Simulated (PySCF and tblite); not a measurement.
The numbers below are computed, except where a source is named.
Molecule: 2-methyl-1,3-dioxolane, C4H8O2, numbered as in [CH3:1][CH:2]1[O:3][CH2:4][CH2:5][O:6]1. The ring 2–3–4–5–6 is held at Altona–Sundaralingam phase angles P (ν_j = ν_max cos(P + 144°(j − 2)), ν_j about the bond from ring atom j to j + 1, counted from 0) and the rest relaxed at GFN2-xTB.

```bash
OMP_NUM_THREADS=1 python ens_run.py task.json out
```

```json
{"job": {"smiles": "CC1OCCO1", "charge": 0, "mult": 1, "motion": "pseudorotation", "atoms": [1, 2, 3, 4, 5], "ring": [1, 2, 3, 4, 5], "study": "scan", "drives": [{"terms": [["phase", [1, 2, 3, 4, 5], 1]], "values": [0, 18, 36, 54, 72, 90, 108, 126, 144, 162, 180, 198, 216, 234, 252, 270, 288, 306, 324, 342], "periodic": true}], "seed": 497, "jobs": [{"kind": "nmr", "xc": "PBE0", "basis": "pcSseg-1", "every": 2}, {"kind": "j", "xc": "B3LYP", "basis": {"default": "6-31G*", "H": "pcJ-1"}, "nuclei": ["H"], "every": 4}], "xc": "PBE0", "basis": "pcSseg-1", "kind": "scan"}, "charge": 0, "multiplicity": 1}
```

```
coordinate    xTB      DFT (kcal/mol)
     0.00    0.376    0.637
    18.00    0.382        -
    36.00    0.350    0.192
    54.00    0.292        -
    72.00    0.236    0.000
    90.00    0.231        -
   108.00    0.232    0.032
   126.00    0.298        -
   144.00    0.354    0.214
   162.00    0.387        -
   180.00    0.372    0.641
   198.00    0.335        -
   216.00    0.295    1.127
   234.00    0.222        -
   252.00    0.080    1.407
   270.00    0.000        -
   288.00    0.076    1.419
   306.00    0.215        -
   324.00    0.301    1.129
   342.00    0.347        -
```

(1) How long did the task, with 15 DFT runs on 14 atoms, take on 1 thread of Intel Xeon @ 2.70GHz, on a host shared with other jobs (rough)?

Results:

(1) About 5.7 min; peak memory 0.81 GiB. Times from shared hosts are rough.
